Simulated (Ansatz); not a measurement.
Frontier orbitals of NO$_{2}$− (`O=N[O-]`).

The species carries charge -1 and has multiplicity 1. Geometry: relaxed with PBE0-D4/def2-TZVPD. Basis def2-TZVPPD, Ansatz.

```tsv
functional	HOMO (eV)	LUMO (eV)	gap (eV)
PBE	1.40	4.33	2.93
PBE0	-0.08	5.46	5.54
ωB97X-V	-2.60	6.51	9.11
ωB97M-V	-2.59	5.83	8.42
```

Against PBE, PBE0 changes HOMO and LUMO by −1.47 and +1.13 eV, ωB97M-V by −3.98 and +1.50 eV. A gap of 2.93 eV thus becomes 8.42 eV for the same molecule, so an orbital gap means little without its functional. A positive LUMO is unbound and depends on the basis.

A positive HOMO means that the functional doesn't bind the extra electron.
